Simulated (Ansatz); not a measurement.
# C4H8O (butyraldehyde) at CCSD(T)/6-31G(d) (spherical functions)

Aim: the energy change on altering one bond length of C4H8O (butyraldehyde) at CCSD(T)/6-31G* (spherical functions), from 2 runs. 

The results are computed with Ansatz 0.2.0.

49 further runs of the same task are left out: 49 set aside as unsound or not needed.

### 1 The system as given

C4H8O: 13 atoms, total charge 0, spin state singlet. As SMILES, `CCCC=O`. Geometry: relaxed at PBE0-D4/def2-TZVP. This is one conformer, not always the lowest.

Bond lengths: C1–C2 1.520 Å, C2–C3 1.518 Å, C3–C4 1.499 Å, C4–O5 1.201 Å, C1–H6 1.092 Å, C1–H7 1.094 Å, C1–H8 1.091 Å, C2–H9 1.094 Å, C2–H10 1.094 Å, C3–H11 1.099 Å, C3–H12 1.099 Å, C4–H13 1.113 Å. Some angles: C1–C2–C3 113.0°, C2–C3–C4 115.1°, C3–C4–O5 125.2°, C1–C2–H9 109.7°, C1–C2–H10 109.6°, C3–C2–H9 108.7°, C3–C2–H10 108.7°, C2–C1–H6 111.1°, C2–C1–H7 111.1°, C2–C1–H8 111.1°.

### 2 A single-point energy at CCSD(T)/6-31G(d) (spherical functions)

Input file job.yaml:

```yaml
crystal:
  periodic: [false, false, false]
  atoms:
    - symbol: C
      position_ang: [-1.358800, 0.247600, 0.768800]
    - symbol: C
      position_ang: [0.157400, 0.343500, 0.817500]
    - symbol: C
      position_ang: [0.841700, -0.545800, -0.204400]
    - symbol: C
      position_ang: [0.730100, -0.083300, -1.626300]
    - symbol: O
      position_ang: [0.239700, 0.954200, -1.979300]
    - symbol: H
      position_ang: [-1.817000, 0.888100, 1.525300]
    - symbol: H
      position_ang: [-1.694400, -0.776900, 0.955600]
    - symbol: H
      position_ang: [-1.740200, 0.557700, -0.205500]
    - symbol: H
      position_ang: [0.513100, 0.070500, 1.815300]
    - symbol: H
      position_ang: [0.465500, 1.378500, 0.645000]
    - symbol: H
      position_ang: [0.464500, -1.576800, -0.164500]
    - symbol: H
      position_ang: [1.919000, -0.637400, -0.005700]
    - symbol: H
      position_ang: [1.164600, -0.781200, -2.376600]
basis:
  gaussian:
    orbitals: 6-31G_st_-spherical.json
correlation:
  method: ccsd_t
  frozen_orbitals: {C: 1, H: 0, O: 1}
accuracy: high
scf:
  omitted_lower_state_checks: [cluster_reference, increment]
```

The basis set 6-31G* is read from a file made from the Basis Set Exchange's data (not shown).

Run with:

```sh
$ ansatz run job.yaml --threads 1 --pin off --max-ram 3480MiB --events-out events.jsonl --progress --plain --runs-dir runs
```

Output (excerpt; [...] marks lines left out):

```text
Warning: RAYON_NUM_THREADS=1 ignored (pool sized by the plan → 1); use --threads N
Functional definition: HF
  name "HF"
[...]
2180 factors; integrals over basis functions are off by at most 3.1e-9 eV
[...]
mean field -6285.40010262 eV, -230.9841933741 hartree, gradient 2.5e-8 eV, S^2 0.000000; 0 other end points of the search recorded, 0 dependent functions left out
5 core orbitals not correlated: weight in the atoms' cores, before any rotation towards them, 1.000 or more for the frozen orbitals, at most 0.000 for the correlated occupied ones
reference -6285.40010262 eV, -230.9841933741 hartree; 15, 15 occupied and 66, 66 virtual orbitals, 2180 factors
second order -18.66670233 eV of doubles, -0.00000000 eV of singles
cycle   1  -19.30463180 eV  change   -6.4e-1 eV  update   1.1e-1
[...]
cycle  24  -19.99549226 eV  change  -4.2e-10 eV  update  6.5e-10
perturbative correction -0.59402324 eV, -0.0218299516 hartree
Total energy: -6305.98961812 eV, -231.7408441128 hartree
Checks for a lower state left out: cluster_reference, increment
```

Run time: 34 s. Hardware: 1 thread of AMD EPYC 7R43 (Zen 3), shared host; peak memory 0.59 GiB.

### 3 The distorted shape, same level

Input file molecule.yaml:

```yaml
crystal:
  periodic: [false, false, false]
  atoms:
    - {symbol: C, position_ang: [-1.057042, 1.072393, 0.736880]}
    - {symbol: C, position_ang: [0.459158, 1.168293, 0.785580]}
    - {symbol: C, position_ang: [1.143458, 0.278993, -0.236320]}
    - {symbol: C, position_ang: [1.031858, 0.741493, -1.658220]}
    - {symbol: O, position_ang: [0.541458, 1.778993, -2.011220]}
    - {symbol: H, position_ang: [-1.515242, 1.712893, 1.493380]}
    - {symbol: H, position_ang: [-1.392642, 0.047893, 0.923680]}
    - {symbol: H, position_ang: [-1.438442, 1.382493, -0.237420]}
    - {symbol: H, position_ang: [0.814858, 0.895293, 1.783380]}
    - {symbol: H, position_ang: [0.767258, 2.203293, 0.613080]}
    - {symbol: H, position_ang: [0.464500, -1.576800, -0.164500]}
    - {symbol: H, position_ang: [2.220758, 0.187393, -0.037620]}
    - {symbol: H, position_ang: [1.466358, 0.043593, -2.408520]}
basis:
  gaussian:
    orbitals: 6-31G_st_-spherical.json
accuracy: high
scf:
  omitted_lower_state_checks: [cluster_reference, increment]
correlation:
  method: ccsd_t
  frozen_orbitals: {C: 1, H: 0, O: 1}
```

The basis set 6-31G* is read from a file made from the Basis Set Exchange's data (not shown).

Run with:

```sh
$ ansatz run molecule.yaml --threads 1 --pin off --max-ram 3480MiB --events-out events.jsonl --progress --plain --runs-dir runs
```

Output (excerpt; [...] marks lines left out):

```text
Warning: RAYON_NUM_THREADS=1 ignored (pool sized by the plan → 1); use --threads N
[... 2 set-up lines as earlier in the session ...]
[...]
2184 factors; integrals over basis functions are off by at most 3.2e-9 eV
[...]
mean field -6281.58978525 eV, -230.8441667933 hartree, gradient 1.5e-8 eV, S^2 0.000000; 0 other end points of the search recorded, 0 dependent functions left out; unrestricted orbitals would lower it
5 core orbitals not correlated: weight in the atoms' cores, before any rotation towards them, 1.000 or more for the frozen orbitals, at most 0.000 for the correlated occupied ones
reference -6281.58978525 eV, -230.8441667933 hartree; 15, 15 occupied and 66, 66 virtual orbitals, 2184 factors
second order -19.08898967 eV of doubles, -0.00000000 eV of singles
cycle   1  -19.73379970 eV  change   -6.4e-1 eV  update   1.3e-1
[...]
cycle  25  -20.67561573 eV  change   2.4e-10 eV  update   2.5e-9
perturbative correction -0.73389288 eV, -0.0269700660 hartree
Total energy: -6302.99929386 eV, -231.6309517231 hartree
Checks for a lower state left out: cluster_reference, increment
```

Run time: 37 s. Hardware: 1 thread of AMD EPYC 7R43 (Zen 3), shared host; peak memory 0.59 GiB.

### 4 Results

At CCSD(T)/6-31G* (spherical functions), 5 core orbitals frozen:

```
                                                          quantity          value
                                         first shape: total energy  -231.74084 Eh
          first shape: correlation energy (5 core orbitals frozen)     -756.7 mEh
                                       first shape: (T) correction     -21.83 mEh
                                        first shape: T1 diagnostic          0.012
                                     distorted shape: total energy  -231.63095 Eh
      distorted shape: correlation energy (5 core orbitals frozen)     -786.8 mEh
                                   distorted shape: (T) correction     -26.97 mEh
                                    distorted shape: T1 diagnostic          0.017
energy change with the C3–H11 bond stretched from 1.099 to 1.977 Å       2.990 eV
```

In words: One bond (distorted shape) is far stretched, which a spin-restricted single reference describes badly; perturbation theory on it can break down and give far too much correlation. With the C3–H11 bond stretched from 1.099 to 1.977 Å the energy rises by 2.99 eV (289 kJ/mol). The first shape isn't relaxed at this level, so the change isn't measured from a minimum. A restricted reference can't describe the breaking bond well at this length. The triples (first shape) make up 2.9 % of the correlation energy. The restricted solution (distorted shape) is unstable to spin breaking: an unrestricted one lies lower. The triples (distorted shape) make up 3.4 % of the correlation energy.
